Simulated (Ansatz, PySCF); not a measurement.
Molecule: CH$_{3}$S (charge 0, doublet). It need not be the lowest isomer of its formula. 
Coordinates optimised at B3LYP-D3(BJ)/def2-TZVP (Ansatz, an electronic-structure program):
```
C
H 1 1.0894
H 1 1.0894 2 110.92
H 1 1.0953 2 107.93 3 118.03
S 1 1.7974 2 111.69 4 116.67
```
Charge 0, spin multiplicity 2.

Dipole moments at this geometry, in debye (magnitudes).

| level | program | dipole (D) |
|---|---|---|
| HF/def2-TZVPD | PySCF | 1.71 |
| revPBE/def2-TZVPD | Ansatz | 1.74 |
| BP86/def2-TZVPD | PySCF | 1.76 |
| TPSS/def2-TZVPD | PySCF | 1.75 |
| B97M-V/def2-TZVPD | Ansatz | [?] |
| PBE0/def2-TZVPD | Ansatz | 1.72 |
| BHLYP/def2-TZVPD | Ansatz | 1.68 |
| r2SCANh/def2-TZVPD | Ansatz | 1.75 |
| MN15/def2-TZVPD | PySCF | 1.73 |
| HSE06/def2-TZVPD | Ansatz | 1.72 |
| LC-wPBE/def2-TZVPD | Ansatz | 1.72 |
| wB97M-V/def2-TZVPD | Ansatz | 1.68 |
| CCSD(T)/aug-cc-pV(D+d)Z | Ansatz | [?] |

### Question
What belongs in the gaps?

### Answer

- B97M-V/def2-TZVPD, dipole (D): 1.72
- CCSD(T)/aug-cc-pV(D+d)Z, dipole (D): 1.63
